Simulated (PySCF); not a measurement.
Compound: F2OS.
SMILES with atom numbers: `[O:1]=[S:2]([F:3])[F:4]`

Geometry (PBE0-D3(BJ)/def2-TZVP, Å), atoms numbered from 1 in this order:
```xyz
4
F2OS angstrom
O      0.5854   -1.1943   -0.4166
S     -0.0431   -0.2537    0.4400
F      0.7806    1.0978    0.3066
F     -1.2850    0.3249   -0.3627
```

Linear response at PBE0/aug-cc-pVTZ (PySCF, frozen core in the response, non-relativistic). Isolated species at its PBE0-D3(BJ)/def2-TZVP geometry, gas phase.

Static isotropic polarisability: 26.28 au (3.89 Å³), principal values 22.6, 26.4, 29.8 au.

Q: What is the polarisability at 1064 nm and at the sodium D line?

A: 26.45 au at 1064 nm (+0.6 %), 26.84 au at 589.3 nm (+2.1 %). The rise at 589.3 nm is 3.35 times that at 1064 nm; a pure ω² law gives 3.26. The lowest singlet lies at 185 nm, shorter than both wavelengths.

Q: What is the isotropic C6 coefficient between two such molecules, C6 = (3/π)∫α(iω)² dω?

A: 353.7 au (Eh·bohr⁶) by a ten-point quadrature over imaginary frequencies, which is 211 eV·Å⁶ or 20.4 J·nm⁶/mol.

Q: Which effective excitation energy ω̄ makes London's formula C6 = (3/4)α²ω̄ exact here?

A: ω̄ = 4·C6/(3α²) = 0.683 Eh = 18.6 eV. A one-pole form α(ω) = α/(1 − ω²/ω̄²) fitted to the 1064 nm value gives 14.7 eV.

Q: The lowest 10 singlets have (eV, f): 6.71, 0.032; 7.88, 0.011; 8.62, 0.013; 8.95, 0.108; 9.00, 0.004; 9.24, 0.107; 9.29, 0.064; 9.83, 0.000; 10.03, 0.017; 10.03, 0.043. What share of the static polarisability do they carry in the sum over states α = Σ f/ω²?

A: 3.75 au, 14.3 % of α; the largest term, 1.00 au, is that of the state at 8.95 eV. Their oscillator strengths add up to 0.40. Higher states carry the rest.

Q: How many electrons N does the Slater–Kirkwood formula C6 = (3/4)·√N·α^(3/2) need to give this C6?

A: N = (4·C6/3)²/α³ = 12.3; the species has 42 electrons in all.

Q: What does −C6/R⁶ come to at R = 10 Å between centres?

A: -20 J/mol. This is the leading, orientation-averaged term; C8 and higher terms are left out.
